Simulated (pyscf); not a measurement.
## Four-centre exchange: O=B–OH (SMILES O=BO) + HF (SMILES F) -> H₂O (SMILES O) + O=B–F (SMILES O=BF)

Gas phase, singlet surface, charge 0. Bonds broken: O1–B2, F5–H6. Bonds formed: O1–H6, B2–F5. PySCF, gas phase, ωB97X-D3(BJ)/def2-SVP geometries. Correlated levels are frozen-core, on RHF or UHF. ΔMP2 is the change of the MP2 total energy from the triple- to the quadruple-zeta basis.

Transition state (Å):

```xyz
6

O     -0.4481     0.2102     0.5981
B      0.7765     0.5757    -0.1294
O      1.4934     1.5236    -0.4141
H     -1.2011     0.8113     0.5280
F      0.8240    -0.9559    -0.5874
H     -0.1720    -0.8189    -0.0164
```

One imaginary mode, 1183i cm⁻¹; descent along it reached the two sides named, in the forms told below.

```json
[
 {"bond": "O1–B2", "change": "breaks", "reactant side (Å)": "1.338", "saddle": "1.471", "product side": "1.752"},
 {"bond": "F5–H6", "change": "breaks", "reactant side (Å)": "0.927", "saddle": "1.156", "product side": "2.6"},
 {"bond": "O1–H6", "change": "forms", "reactant side (Å)": "1.938", "saddle": "1.230", "product side": "0.969"},
 {"bond": "B2–F5", "change": "forms", "reactant side (Å)": "2.8", "saddle": "1.599", "product side": "1.332"}
]
```

Electronic energies relative to the separated reactants (kcal/mol):

```
level                             barrier  reaction energy  reverse barrier
--------------------------------  -------  ---------------  ---------------
ωB97X-D3(BJ)/def2-TZVP               21.0             -0.8             21.8
PBE/def2-TZVP                        16.2             -1.2             17.4
r²SCAN/def2-TZVP                     17.2             -1.2             18.4
B3LYP-D3(BJ)/def2-TZVP               21.5             -1.0             22.5
PBE0-D3(BJ)/def2-TZVP                18.5             -0.4             19.0
M06-2X/def2-TZVP                     19.8             -0.7             20.5
ωB97M-D3(BJ)/def2-TZVP               20.6             -1.0             21.6
HF/def2-TZVP                         35.9             -1.0             36.9
MP2/def2-QZVPP                       23.4             -0.9             24.3
CCSD/def2-TZVPP                      25.1             -1.1             26.2
CCSD(T)/def2-TZVPP                   23.0             -1.0             24.0
CCSD(T)/def2-TZVPP + ΔMP2(QZVPP)     23.9             -1.1             25.0
```

With CCSD(T)/def2-TZVPP + ΔMP2(QZVPP) energies and thermal terms (ideal gas, 1 atm, RRHO with modes under 100 cm⁻¹ raised to 100, one conformer, R ln 2 for rigid chiral ones), in kcal/mol:

| T (K) | ΔH‡ | ΔG‡ | ΔH | ΔG |
|---|---|---|---|---|
| 298 | 23.2 | 32.8 | -0.4 | -0.2 |
| 600 | 22.6 | 42.8 | -0.6 | +0.1 |
| 900 | 22.7 | 52.9 | -0.8 | +0.5 |
| 1200 | 23.1 | 62.9 | -0.9 | +1.0 |

On the product side the descent ends in an adduct with a B–O contact, 8.8 kcal/mol under the separated species and 30.6 kcal/mol under the saddle at ωB97X-D3(BJ)/def2-TZVP. What is counted as broken (B–O) persists as a longer contact in the product adduct; parting that adduct is a step of its own. The same reactants have a lower exit, to HO–B(OH)–F (barrier +3.4 kcal/mol at ωB97M-D3(BJ), against +20.6 kcal/mol here). This is the saddle that the search found; another between the same sides may lie lower. The CCSD(T) − MP2 part came from Ansatz, without density fitting, on the same reference.
